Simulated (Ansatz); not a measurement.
`CC(C)P(C)C` at its PBE0-D4/def2-TZVP geometry, where that method's forces vanish. Charge 0, multiplicity 1.

```xyz
19

C    -1.0920    0.9993    0.6748
C    -0.1575   -0.1562    0.9943
C    -0.9401   -1.4136    1.3537
P     1.1195   -0.5821   -0.2938
C     0.1070   -0.6802   -1.8274
C     1.9218    1.0503   -0.5656
H    -0.5530    1.9198    0.4428
H    -1.7392    0.7636   -0.1739
H    -1.7444    1.2085    1.5284
H     0.4536    0.1198    1.8639
H    -1.5664   -1.7401    0.5181
H    -1.6045   -1.2278    2.2025
H    -0.2750   -2.2398    1.6146
H    -0.5740   -1.5318   -1.7715
H    -0.4694    0.2269   -2.0254
H     0.7779   -0.8555   -2.6712
H     2.4242    1.3668    0.3514
H     1.2251    1.8322   -0.8782
H     2.6866    0.9398   -1.3374
```

**Question.** What forces (eV/Å) does r2SCAN-D4/def2-TZVPP give on these atoms in the Gaussian-basis code of Ansatz? (Best estimate.)

**Answer.** Ansatz gave: 
```
C1  -0.093  0.120 -0.028
C2   0.078  0.024  0.076
C3  -0.083 -0.129  0.051
P4   0.118 -0.113  0.003
C5  -0.045 -0.017 -0.076
C6   0.053  0.070 -0.017
H7  -0.013 -0.009  0.002
H8   0.004 -0.003  0.011
H9   0.003 -0.003 -0.007
H10  0.002  0.007  0.010
H11  0.007  0.009  0.005
H12  0.001 -0.001 -0.010
H13 -0.015  0.009 -0.003
H14  0.007  0.017 -0.011
H15  0.003 -0.001 -0.006
H16 -0.018  0.004  0.009
H17 -0.008  0.003 -0.017
H18  0.008 -0.002 -0.004
H19 -0.011  0.013  0.012
```
